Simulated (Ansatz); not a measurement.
## Molecular dynamics of CH₂F₄O

The input (input.yaml):

```yaml
crystal:
  periodic: [false, false, false]
  atoms:
    - { symbol: O, position_ang: [-0.172321, 0.173132, -2.164926] }
    - { symbol: H, position_ang: [0.503559, -0.438256, -2.637697] }
    - { symbol: H, position_ang: [0.289757, 0.20335, -1.243279] }
    - { symbol: F, position_ang: [-0.855294, -1.137004, 0.881101] }
    - { symbol: C, position_ang: [-0.139178, 0.010405, 1.220436] }
    - { symbol: F, position_ang: [0.891244, 0.20717, 0.255872] }
    - { symbol: F, position_ang: [-0.976932, 1.124196, 1.217333] }
    - { symbol: F, position_ang: [0.459165, -0.143093, 2.471161] }
basis:
  gaussian: { orbitals: STO-3G }
hamiltonian:
  xc: b3lyp
  dispersion: d4
md:
  timestep: 1.0
  n_steps: 311
  ensemble: nvt_langevin
  temperature: 200.0
  initial_velocities: maxwell_boltzmann
  seed: 105320
  friction: 0.005
```

Run as:

```bash
$ ansatz run input.yaml --threads 1 --pin off --max-ram 2048MiB --backend cpu --events-out ev --progress --plain --runs-dir out
```

It starts from a relaxed structure.

Output, in part (step lines, the closing report, with atoms numbered from 0):

```
md step     0: t =     0.00 fs  T =   175.0 K  F+E_penalty+E_count = -13783.18041045 eV  E_kin = 0.180964 eV  (21 SCF iters)
[... lines left out ...]
Total energy: -13783.13747945 eV, -506.5209598238 hartree
Atom 0 at    -0.293257     0.032896    -2.004414 Å, force    -0.353766    -0.369395     0.036857 eV/Å
Atom 1 at    -0.806842    -0.403867    -1.221784 Å, force    -0.064017     0.031526    -0.154605 eV/Å
Atom 2 at     0.412749     0.471934    -1.414015 Å, force     0.253233     0.250336     0.121280 eV/Å
Atom 3 at    -1.122349    -0.518144     0.577022 Å, force     0.428195    -0.248840    -0.324387 eV/Å
Atom 4 at    -0.217601     0.361956     1.228150 Å, force    -1.678870    -0.139807     0.017222 eV/Å
Atom 5 at     0.650760     0.900146     0.281009 Å, force     0.506306     0.403192    -0.107294 eV/Å
Atom 6 at    -1.041509     1.343125     1.797305 Å, force     0.560369     0.256465     0.081642 eV/Å
Atom 7 at     0.488304    -0.318392     2.198873 Å, force     0.348550    -0.183479     0.329284 eV/Å
Dipole moment:     0.096029     0.034903     0.544927 e Å
```

The steps, from the saved trajectory:

```
time (fs)  T (K)  potential energy less start (eV)
      0.0    175                             0.000
     10.0    111                             0.054
     20.0    113                             0.069
     30.0     99                             0.063
     40.0    117                             0.038
     50.0    117                             0.056
     60.0    106                             0.074
     70.0    112                             0.079
     80.0    119                             0.068
     90.0    117                             0.088
    100.0    114                             0.081
    110.0    100                             0.090
    120.0    105                             0.075
    130.0    109                             0.098
    140.0    102                             0.090
    150.0    137                             0.086
    160.0    106                             0.089
    170.0     79                             0.120
    180.0    119                             0.120
    190.0    152                             0.092
    200.0    178                             0.054
    210.0    139                             0.083
    220.0    123                             0.094
    230.0    186                             0.052
    240.0    190                             0.041
    250.0    147                             0.086
    260.0    121                             0.107
    270.0    119                             0.079
    280.0    156                             0.021
    290.0    138                             0.050
    300.0    104                             0.062
    310.0    145                             0.051
```

All steps were run. The mean temperature of the second half is 30 % below the set value. A run of 0.31 ps of so small a system gives no equilibrium averages. Limits of this set-up: minimal basis.

The same pairs are bonded in the first frame and the last. Pairs count as bonded within 1.25 times the sum of covalent radii (0.12 Å more for H–H).

Last frame:

```xyz
8
Properties=species:S:1:pos:R:3
O -0.293 0.033 -2.004
H -0.807 -0.404 -1.222
H 0.413 0.472 -1.414
F -1.122 -0.518 0.577
C -0.218 0.362 1.228
F 0.651 0.900 0.281
F -1.042 1.343 1.797
F 0.488 -0.318 2.199
```

Time of the run: 20 min on 1 thread of Intel(R) Xeon(R) Processor @ 2.50GHz (Skylake/Cascade Lake) (shared host), peak memory 0.11 GiB.
